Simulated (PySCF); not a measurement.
Run record: geometry optimisation, `[N]=O` [radical].

Method: PBE0-D3(BJ)/def2-SVP geometry optimisation, gas phase (PySCF 2.14.0). Start geometry: GFN2-xTB. The input is one job of a driver script: a line of settings, then coordinates in Å.

Input:
```
{"job": {"xc": "PBE0", "basis": "def2-SVP", "d3": "d3bj", "grid": 1, "kind": "geom"}, "charge": 0, "multiplicity": 2}
N      0.580380    -0.005790    -0.005680
O     -0.574860     0.008320    -0.022620
```

Output:
```
step   0  E = -129.65068460  max force = 0.029347
step   1  E = -129.65104750  max force = 0.002818
step   2  E = -129.65105048  max force = 0.000140
optimisation converged
```

Energies in Eh; «max force» is the largest Cartesian gradient component in Eh/bohr.

Question: Give the first gradient maximum in eV/Å.

Answer: With 1 Eh/bohr = 51.422 eV/Å, 1.509 eV/Å.

In short: final energy -129.65105 Eh after 2 steps; dipole 0.11 D.

Question: Where do the atoms end?

Answer: 0.007 Å rms from the input after alignment:
```
atom  x, y, z in Å
N1     0.5738   -0.0057   -0.0057
O2    -0.5683    0.0082   -0.0226
```

Question: How long does this job take on x86-64 server, one thread, no GPU (shared host)?

Answer: About 1.0 s.
Labels such as C1 count atoms from 1, the log's own numbers from 0.
